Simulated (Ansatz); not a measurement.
A run of Ansatz (development build ahead of 0.2.0) on doublet CH₃BO(+) at this shape:

```xyz
6

B    -0.2435    0.3165    1.2432
C    -0.0022   -0.1968   -0.3020
O     0.1661   -0.5214   -1.3279
H     0.3753    1.6084    1.3619
H    -1.3245    0.8071    1.4109
H     0.5451   -0.1450    2.0193
```

Its results:

```yaml
Converged: yes
Total_energy: -138.65808 hartree
Spin_squared_of_the_determinant: 0.767
Stability_test: minimum
```

Forces (eV/Å):
| atom | Fx | Fy | Fz |
| --- | --- | --- | --- |
| B1 | -0.081 | -0.003 | 0.244 |
| C2 | 0.039 | -0.039 | -0.183 |
| O3 | -0.045 | -0.034 | 0.084 |
| H4 | 0.010 | 0.087 | 0.104 |
| H5 | 0.108 | -0.041 | -0.102 |
| H6 | -0.032 | 0.030 | -0.147 |

**Question.** Which input gives this output? Name the method, the orbitals and the basis set, and write the input.

**Answer.** UHF in def2-SVP.

```yaml
crystal:
  periodic: [false, false, false]
  atoms:
    - { symbol: B, position_ang: [-0.24353, 0.31654, 1.24316] }
    - { symbol: C, position_ang: [-0.00223, -0.19675, -0.30199] }
    - { symbol: O, position_ang: [0.16609, -0.52142, -1.32787] }
    - { symbol: H, position_ang: [0.37533, 1.60837, 1.36194] }
    - { symbol: H, position_ang: [-1.32454, 0.80712, 1.41093] }
    - { symbol: H, position_ang: [0.54513, -0.145, 2.01928] }
basis:
  gaussian: { orbitals: def2-SVP }
total_charge: 1
magnetization:
  spin_polarized: true
  initial_magnetization: 1
hamiltonian:
  xc: hf
output:
  forces: true
```
